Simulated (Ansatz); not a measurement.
# SiClO+ (triplet): wave-function methods side by side, cc-pVDZ

The task here is to estimate one member of a computed series from the others.

Program: Ansatz 0.2.0, Gaussian basis. Level of theory: cc-pVDZ, core rule «outside noble gas», up to 11 orbitals frozen. These are calculated values, not measurements.

Plan: UHF; CCSD(T) on ROHF; CCSD(T) on UHF; BCCD(T) on ROHF; CISD; CCSDT(Q) on ROHF; CCSDT(Q) on UHF; CASSCF and MRCISD+Q, 14 electrons in 11 orbitals; CASSCF and NEVPT2, 14 electrons in 11 orbitals.

34 further runs of the same task are left out: 8 for a known fault of the program, 1 for a mislabelled method, 9 that didn't finish, 16 set aside as unsound or not needed.

## The system

The geometry is a PBE0/def2-TZVP stationary point (not a proven minimum) of the parent state, kept for this charge and spin.

3 atoms, charge 1, spin multiplicity 3.

Atoms are counted from 1 here; the program's logs count them from 0.

Bond lengths: Cl1–Si3 2.238 Å, O2–Si3 1.908 Å. Angles: Cl1–Si3–O2 65.5°.

Geometry (Å):

```
Cl    0.00000   -0.10465    1.13196
O     0.00000    1.27390   -0.66080
Si    0.00000   -0.59359   -1.05246
```

Set-up of the first run:

in.yaml

```yaml
crystal:
  periodic: [false, false, false]
  atoms:
    - {symbol: Cl, position_ang: [0.000000, -0.104654, 1.131961]}
    - {symbol: O, position_ang: [0.000000, 1.273898, -0.660805]}
    - {symbol: Si, position_ang: [0.000000, -0.593591, -1.052463]}
basis:
  gaussian: {orbitals: cc-pVDZ}
total_charge: 1
magnetization: {spin_polarized: true, initial_magnetization: 2}
hamiltonian: {xc: hf}
output: {orbitals: {seedname: orbitals}}
```

The run is started by

```bash
ansatz run in.yaml --threads 1 --pin off --events-out ev --progress --plain --max-ram 2393MiB
```

Among the steps run: UHF; CCSD(T) on ROHF; CCSD(T) on UHF; BCCD(T) on ROHF; CISD; CCSDT(Q) on ROHF; CCSDT(Q) on UHF; CASSCF and MRCISD+Q, 14 electrons in 11 orbitals; CASSCF and NEVPT2, 14 electrons in 11 orbitals.

One of the session's tables, all rows but one given; the rest of the session is left out.

```
          method  from RCCSDT(Q) (meV)
            ROHF              +10944.5
             UHF              +10636.1
            RMP2                     ?
            UMP2               +1811.4
            CISD               +1829.8
           RCCSD                +539.7
           UCCSD                +527.7
        RCCSD(T)                +115.9
        UCCSD(T)                +122.9
         BCCD(T)                +132.3
          RCCSDT                 +43.0
          UCCSDT                 +45.1
       RCCSDT(Q)                     0
       UCCSDT(Q)                 -21.3
  CASSCF valence               +8536.7
  NEVPT2 valence               +1636.9
  MRCISD valence                +937.8
MRCISD+Q valence                +164.7
```

Estimate the missing values for RMP2.

As computed: from RCCSDT(Q) (meV): +1904.2. In the column «from RCCSDT(Q) (meV)» it lies between CISD (+1829.8) and CASSCF valence (+8536.7).

Limits of these values: Restricted and unrestricted rows rest on different reference determinants; where their highest levels disagree by more than a few hundredths of an eV, they describe different states and don't form one ladder.
